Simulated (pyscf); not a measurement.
This saddle point was located with ωB97X-D3(BJ)/def2-SVP in PySCF.

```xyz
9

C     -1.6289    -0.7110     0.0220
S     -1.6932     1.0919    -0.1354
H     -0.6153    -1.0675    -0.2157
H     -2.3503    -1.1624    -0.6721
H     -1.8876    -0.9955     1.0506
H     -0.1809     1.3236     0.2157
S      1.1946     1.3649    -0.9374
H     -0.5682     1.1839    -1.2262
H      1.4616     0.0446    -0.8812
```

Surface: singlet, charge 0. Lowest wavenumbers (cm⁻¹): 1982i, 138, 151, 333, 369.

Name the species on either side of this saddle.

`[CH3][SH]` + `[SH2]` ⇌ `[CH3][SH]` + `[SH2]`, a four-centre exchange read from left to right: H–S, H–S broken and H–S, H–S formed. At CCSD(T)/def2-TZVPP + ΔMP2(QZVPP) it lies +44.0 kcal/mol from the left side and +44.0 kcal/mol from the right (each side as separated species at their lowest minima found). This is the saddle that the search found; another between the same sides may lie lower. The CCSD(T) − MP2 part came from Ansatz, without density fitting, on the same reference.
